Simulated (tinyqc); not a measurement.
RKS/LDA (VWN5) in the sto-6g basis, for H2O, spin multiplicity 1, step by step (part 2 of 2). Computed by tinyqc, a small Python program that keeps every step (integrals from PySCF). Command: `OMP_NUM_THREADS=1 python tinyqc.py 31150 31151 out.jsonl` (the two numbers bound the seeds that draw the settings). One thread of a shared host (Intel(R) Xeon(R) Processor @ 2.60GHz), about 0.6 s of CPU time with the checks.

Geometry (angstrom):
```
atom         x          y         z
O     0.000000   0.000000  0.000000
H     0.000000   0.750000  0.629000
H     0.000000  -0.750000  0.629000
```

## Iteration 2: building the Kohn-Sham matrix

D after iteration 1:
```
            1O 1s      1O 2s     1O 2px     1O 2py     1O 2pz      2H 1s      3H 1s
1O 1s    2.117600  -0.520413  -0.000917  -0.002483  -0.005656   0.015010   0.030380
1O 2s   -0.520413   2.315816   0.008011   0.038392   0.006862  -0.071720  -0.160348
1O 2px  -0.000917   0.008011   1.999922   0.003722   0.004494  -0.015031  -0.002973
1O 2py  -0.002483   0.038392   0.003722   1.757427   0.107604   0.106243  -0.247407
1O 2pz  -0.005656   0.006862   0.004494   0.107604   1.935065  -0.038145   0.147587
2H 1s    0.015010  -0.071720  -0.015031   0.106243  -0.038145   0.009930  -0.013743
3H 1s    0.030380  -0.160348  -0.002973  -0.247407   0.147587  -0.013743   0.058996
```

core Hamiltonian H = T + V (hartree):
```
             1O 1s      1O 2s     1O 2px     1O 2py     1O 2pz      2H 1s      3H 1s
1O 1s   -33.012344  -7.297225   0.000000   0.000000  -0.020184  -1.676827  -1.676827
1O 2s    -7.297225  -9.226199   0.000000   0.000000  -0.226305  -3.604913  -3.604913
1O 2px    0.000000   0.000000  -7.457512   0.000000   0.000000   0.000000   0.000000
1O 2py    0.000000   0.000000   0.000000  -7.597688   0.000000  -1.911551   1.911551
1O 2pz   -0.020184  -0.226305   0.000000   0.000000  -7.556106  -1.678407  -1.678407
2H 1s    -1.676827  -3.604913   0.000000  -1.911551  -1.678407  -5.002346  -1.607165
3H 1s    -1.676827  -3.604913   0.000000   1.911551  -1.678407  -1.607165  -5.002346
```

nuclear repulsion = 9.00259153 hartree

V_xc (hartree):
```
            1O 1s      1O 2s     1O 2px     1O 2py     1O 2pz      2H 1s      3H 1s
1O 1s   -2.949700  -0.380327  -0.000035  -0.000056  -0.000276  -0.095381  -0.095350
1O 2s   -0.380327  -0.834001  -0.000155   0.001644  -0.003168  -0.294733  -0.299034
1O 2px  -0.000035  -0.000155  -0.834941  -0.000064  -0.000073  -0.000002  -0.000022
1O 2py  -0.000056   0.001644  -0.000064  -0.831750  -0.001332  -0.162147   0.168300
1O 2pz  -0.000276  -0.003168  -0.000073  -0.001332  -0.835112  -0.137884  -0.141835
2H 1s   -0.095381  -0.294733  -0.000002  -0.162147  -0.137884  -0.351943  -0.115523
3H 1s   -0.095350  -0.299034  -0.000022   0.168300  -0.141835  -0.115523  -0.385459
```

E_xc = sum of w rho eps_xc = -9.54302190 hartree

Given earlier and not repeated: Two-electron integrals (ij|kl) in chemists' order.

J_ij = sum D_kl (ij|kl); F = H + J + V_xc; E = tr D H + tr D J / 2 + E_xc + E_nn.

Coulomb J (hartree):
```
            1O 1s      1O 2s    1O 2px     1O 2py    1O 2pz     2H 1s      3H 1s
1O 1s   18.436743   3.312691  0.000223  -0.001036  0.002846  0.777265   0.777354
1O 2s    3.312691   8.706659  0.000832  -0.012794  0.020297  3.301490   3.312130
1O 2px   0.000223   0.000832  8.709948   0.000157  0.000181  0.000229   0.000213
1O 2py  -0.001036  -0.012794  0.000157   8.701352  0.002495  1.900892  -1.918646
1O 2pz   0.002846   0.020297  0.000181   0.002495  8.708674  1.605681   1.612572
2H 1s    0.777265   3.301490  0.000229   1.900892  1.605681  4.994762   1.461464
3H 1s    0.777354   3.312130  0.000213  -1.918646  1.612572  1.461464   5.042574
```

Kohn-Sham matrix F (hartree):
```
             1O 1s      1O 2s    1O 2px     1O 2py     1O 2pz      2H 1s      3H 1s
1O 1s   -17.525301  -4.364862  0.000188  -0.001092  -0.017615  -0.994943  -0.994823
1O 2s    -4.364862  -1.353541  0.000677  -0.011150  -0.209176  -0.598156  -0.591816
1O 2px    0.000188   0.000677  0.417495   0.000093   0.000108   0.000227   0.000192
1O 2py   -0.001092  -0.011150  0.000093   0.271914   0.001163  -0.172806   0.161205
1O 2pz   -0.017615  -0.209176  0.000108   0.001163   0.317456  -0.210610  -0.207669
2H 1s    -0.994943  -0.598156  0.000227  -0.172806  -0.210610  -0.359527  -0.261224
3H 1s    -0.994823  -0.591816  0.000192   0.161205  -0.207669  -0.261224  -0.345231
```

total energy of this density = -74.67469248 hartree

## Iteration 2: diagonalisation and new density

X:
```
            1O 1s      1O 2s    1O 2px     1O 2py     1O 2pz      2H 1s      3H 1s
1O 1s    1.022755  -0.137626  0.000000   0.000000  -0.009418   0.019484   0.019484
1O 2s   -0.137626   1.229908  0.000000   0.000000   0.109710  -0.282964  -0.282964
1O 2px   0.000000   0.000000  1.000000   0.000000   0.000000   0.000000   0.000000
1O 2py   0.000000   0.000000  0.000000   1.100867   0.000000  -0.216916   0.216916
1O 2pz  -0.009418   0.109710  0.000000   0.000000   1.057579  -0.148974  -0.148974
2H 1s    0.019484  -0.282964  0.000000  -0.216916  -0.148974   1.197890  -0.091794
3H 1s    0.019484  -0.282964  0.000000   0.216916  -0.148974  -0.091794   1.197890
```

Diagonalise F' = X^T F X, C = X C', fill 5 alpha and 5 beta electrons from the bottom; D = 2 C_occ C_occ^T. Each column has its largest component positive (the first on a tie).

F' = X^T F X (hartree):
```
            1          2         3          4          5          6          7
1  -17.202218  -2.362954  0.000106   0.000091  -0.026777  -0.167406  -0.167970
2   -2.362954  -0.352852  0.000700  -0.010297  -0.034919  -0.310950  -0.310121
3    0.000106   0.000700  0.417495   0.000095   0.000124   0.000030   0.000025
4    0.000091  -0.010297  0.000095   0.480477   0.002284  -0.294829   0.289684
5   -0.026777  -0.034919  0.000124   0.002284   0.435930  -0.220619  -0.217702
6   -0.167406  -0.310950  0.000030  -0.294829  -0.220619  -0.029654  -0.084684
7   -0.167970  -0.310121  0.000025   0.289684  -0.217702  -0.084684  -0.018010
```

orbital energies (hartree): MO1 -17.532390, MO2 -0.537070, MO3 -0.192630, MO4 0.224541, MO5 0.417496, MO6 0.616906, MO7 0.734316

coefficients C:
```
              MO1        MO2        MO3        MO4        MO5        MO6        MO7
1O 1s    0.994646  -0.163058  -0.003760  -0.203905  -0.000397  -0.091130   0.003459
1O 2s    0.025215   0.481078   0.010604   1.033881   0.001667   0.634366  -0.016452
1O 2px  -0.000011  -0.000496   0.000068  -0.002212   0.999996   0.001360   0.000225
1O 2py   0.000087   0.011854  -0.314254   0.015873  -0.000183  -0.001117   1.098573
1O 2pz   0.004243   0.181512   0.007425  -0.373349  -0.002099   1.001263   0.006577
2H 1s   -0.006437   0.390778  -0.653592  -0.479074   0.000133  -0.593400  -0.656881
3H 1s   -0.006385   0.361097   0.673539  -0.455203  -0.000211  -0.597655   0.666762
```

D after iteration 2:
```
            1O 1s      1O 2s     1O 2px     1O 2py     1O 2pz      2H 1s      3H 1s
1O 1s    2.114999  -0.528436   0.000246  -0.007803   0.101449   0.060042   0.050111
1O 2s   -0.528436   2.602195  -0.001718   0.037565  -0.596989  -0.628808  -0.579856
1O 2px   0.000246  -0.001718   1.999996  -0.000492  -0.002726   0.001909   0.001325
1O 2py  -0.007803   0.037565  -0.000492   0.198296  -0.012214   0.404842  -0.429215
1O 2pz   0.101449  -0.596989  -0.002726  -0.012214   0.344827   0.489825   0.480934
2H 1s    0.060042  -0.628808   0.001909   0.404842   0.489825   1.618888  -0.161989
3H 1s    0.050111  -0.579856   0.001325  -0.429215   0.480934  -0.161989   1.582592
```

## Convergence

Stop when the energy changes by less than 1e-10 hartree and every element of the error matrix X^T (F D S - S D F) X is below 3e-06.

Course of the cycle:
```
iteration   E (hartree)     change  largest element of the error matrix
1          -60.96104817          -                             1.22e+01
2          -74.67469248  -1.37e+01                             6.40e-01
3          -74.86076299  -1.86e-01                             6.25e-01
4          -75.01250352  -1.52e-01                             5.57e-01
5          -75.02082163  -8.32e-03                             5.52e-01
6          -75.09840758  -7.76e-02                             5.15e-01
7          -75.08372432   1.47e-02                             5.19e-01
8          -75.13679543  -5.31e-02                             4.93e-01
9          -75.11470063   2.21e-02                             5.01e-01
10         -75.15685309  -4.22e-02                             4.81e-01
11         -75.13161761   2.52e-02                             4.91e-01
12         -75.16815613  -3.65e-02                             4.74e-01
13         -75.14137805   2.68e-02                             4.85e-01
14         -75.17479459  -3.34e-02                             4.69e-01
...                 ...        ...                                  ...
44         -75.18517120  -2.88e-02                             4.62e-01
45         -75.15638590   2.88e-02                             4.75e-01
46         -75.18517439  -2.88e-02                             4.62e-01
47         -75.15638876   2.88e-02                             4.75e-01
48         -75.18517639  -2.88e-02                             4.62e-01
49         -75.15639054   2.88e-02                             4.75e-01
50         -75.18517764  -2.88e-02                             4.62e-01
51         -75.15639166   2.88e-02                             4.75e-01
52         -75.18517841  -2.88e-02                             4.62e-01
53         -75.15639235   2.88e-02                             4.75e-01
54         -75.18517890  -2.88e-02                             4.62e-01
55         -75.15639279   2.88e-02                             4.75e-01
56         -75.18517920  -2.88e-02                             4.62e-01
57         -75.15639306   2.88e-02                             4.75e-01
```

PySCF RKS in the same basis, fine grid = -75.45541091 hartree

Not converged within the cap of 57 iterations: the residual has stopped falling: the iteration swings between two states. Reruns (cap 100 unless said): DIIS 8: converged in 10; damping 0.5: converged in 38; level shift 0.5: converged in 16; atomic densities as start, DIIS 8: converged in 7; the original settings with a cap of 400: not converged.
